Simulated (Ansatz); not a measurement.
`BN=C` + H₂O → `BO` + `C=N`  (formal hydrolysis of a B–N bond)

Isolated molecules relaxed with PBE0-D4/def2-TZVP in Ansatz; ΔE leaves out vibrations. CCSD(T)/CBS is the MP2 limit (def2-TZVPP, def2-QZVPP) plus CCSD(T) − MP2 in def2-TZVPP, frozen cores. This one scheme is used for every species.

```tsv
level	ΔE (eV)
CCSD/def2-TZVPP	-0.31
HF/CBS(def2)	-0.46
```

Question: What does CCSD(T)/CBS give? (Estimate.)

Answer: Ansatz gave: -0.23 eV. The listed levels differ from it by -0.08, -0.23 eV.

Largest T1 diagnostic among the species: 0.016.

At CCSD(T), def2-SVP lies −0.16 eV from the extrapolated value and def2-TZVPP −0.05 eV. Leaving LDA and LC-ωPBE aside and taking each functional with its dispersion term where it has one, the values, not all of them listed here, spread over 0.23 eV, from ωB97X-V to PBE-D4. LDA lies +0.14 eV from PBE without D4.
